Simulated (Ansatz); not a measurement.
# BH₂− (triplet): from Hartree-Fock to the top rungs, 6-31++G**

How much of the correlation energy of BH₂− (triplet) does each wave-function method recover here?

Computed with Ansatz 0.2.0, Gaussian basis. Level: 6-31++G**, core rule «outside noble gas», up to 1 orbitals frozen.

The runs, in order: UHF; CCSD(T) on ROHF; CCSD(T) on UHF; BCCD(T) on ROHF; CISD; CCSDT(Q) on ROHF; CCSDT(Q) on UHF; CASSCF and MRCISD+Q, 6 electrons in 6 orbitals; CASSCF and MRCISD+Q(relaxed), 6 electrons in 6 orbitals; CASSCF and NEVPT2, 6 electrons in 6 orbitals; Full CI.

27 further runs of the same task are left out: 2 for a known fault of the program, 9 that didn't finish, 16 set aside as unsound or not needed.

### 1 The system

The geometry is a PBE0/def2-TZVPD stationary point (not a proven minimum).

3 atoms, charge -1, spin multiplicity 3.

Atoms are counted from 1 here; the program's logs count them from 0.

Bond lengths: B1–H2 1.209 Å, B1–H3 1.209 Å. Angles: H2–B1–H3 128.9°.

### 2 UHF

Contents of in.yaml:

```yaml
crystal:
  periodic: [false, false, false]
  atoms:
    - {symbol: B, position_ang: [0.000000, -0.081894, 0.000000]}
    - {symbol: H, position_ang: [0.000000, 0.439190, -1.091073]}
    - {symbol: H, position_ang: [0.000000, 0.439190, 1.091073]}
basis:
  gaussian: {orbitals: "6-31++G**"}
total_charge: -1
magnetization: {spin_polarized: true, initial_magnetization: 2}
hamiltonian: {xc: hf}
output: {orbitals: {seedname: orbitals}}
```

The run is started by

```
> ansatz run in.yaml --threads 1 --pin off --events-out ev --progress --plain --max-ram 2393MiB
```

After this run come: CCSD(T) on ROHF; CCSD(T) on UHF; BCCD(T) on ROHF; CISD; CCSDT(Q) on ROHF; CCSDT(Q) on UHF; CASSCF and MRCISD+Q, 6 electrons in 6 orbitals; CASSCF and MRCISD+Q(relaxed), 6 electrons in 6 orbitals; CASSCF and NEVPT2, 6 electrons in 6 orbitals; Full CI.

**Question.** What will the summary of the whole plan be? Wanted: FCI below the RHF energy; RMP2 from FCI; UMP2 from FCI; RCCSD from FCI; RCCSD(T) from FCI; UCCSD(T) from FCI; RCCSDT(Q) from FCI; UCCSDT(Q) from FCI; NEVPT2 valence from FCI.

The runs gave:

| quantity | value |
| --- | --- |
| FCI below the RHF energy | -2.8241 eV |
| RMP2 from FCI | +55.2 kJ/mol |
| UMP2 from FCI | +54.2 kJ/mol |
| RCCSD from FCI | +7.6 kJ/mol |
| RCCSD(T) from FCI | +1.6 kJ/mol |
| UCCSD(T) from FCI | +1.6 kJ/mol |
| RCCSDT(Q) from FCI | 0.0 kJ/mol |
| UCCSDT(Q) from FCI | 0.0 kJ/mol |
| NEVPT2 valence from FCI | +55.9 kJ/mol |
| MRCISD+Q valence from FCI | +1.4 kJ/mol |
| MRCISD+Q(relaxed) valence from FCI | -0.2 kJ/mol |
| levels within 1 kcal/mol (43 meV) | RCCSD(T), UCCSD(T), BCCD(T), RCCSDT, UCCSDT, RCCSDT(Q), UCCSDT(Q), MRCISD+Q valence, MRCISD+Q(relaxed) valence |
| T1 diagnostic | 0.024 |
| effectively unpaired electrons | 2.02 |

RCCSD(T) lands +1.6 kJ/mol from the yardstick (0.6 % of the correlation energy). One determinant dominates. Of the multireference levels listed MRCISD+Q(relaxed) valence comes nearest in total energy (-0.2 kJ/mol), which doesn't show that its space is the better one. These misses are within one basis, not against nature; the frozen cores of restricted and unrestricted runs differ, which can shift their rows.
